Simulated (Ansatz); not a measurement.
We consider bcc Li, described by PBEsol (PAW; Ansatz, a quantum-chemistry and plane-wave program).

A relaxed, unreconstructed slab of the (111) face has 18 atoms, two equal faces of 20.410 Å² each and an energy of -3652.5397 eV. A bulk cell of 3 atoms with the same orientation and in-plane k mesh has -608.9937 eV. Energies are extrapolated to zero smearing.

Run with plane-wave cutoff 500 eV, 18×18×1 k mesh (along the axes of the cell as run), Fermi–Dirac smearing 0.1 eV, scalar-relativistic PAW data made under PBE.

Worked out: γ = (E_slab − N E_bulk per atom)/2A = [-3652.5397 − 18 × (-608.9937/3)]/(2 × 20.410) = 0.0348 eV/Å². With 16.022 J/m² per eV/Å² this is 0.56 J/m², or 0.71 eV per surface cell and face.
